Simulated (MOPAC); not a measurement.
MOPAC input (PM6):

```
PM6 FORCE THERMO(298,298) PRECISE LET GEO-OK AUX(PRECISION=9) THREADS=1
C3H7Cl

C     0.88346077 1   -0.62695824 1    0.00804202 1
C     2.36331528 1   -0.25537963 1    0.01722676 1
C     0.00766754 1    0.61882020 1   -0.00182703 1
H     0.64199575 1   -1.25469934 1    0.89117351 1
H     0.65427537 1   -1.26006282 1   -0.87452331 1
H     2.99262931 1   -1.15403333 1    0.02431636 1
Cl   -1.71778380 1    0.11054596 1   -0.01228134 1
H     2.64326396 1    0.32894251 1   -0.86728051 1
H     2.63095370 1    0.33430343 1    0.90192748 1
H     0.15881656 1    1.24638822 1    0.89513155 1
H     0.17130384 1    1.24093690 1   -0.90039297 1
```

**Question.** Which zero-point energy does it print?

**Answer.** 54.19 kcal/mol, from the harmonic wavenumbers of PM6.
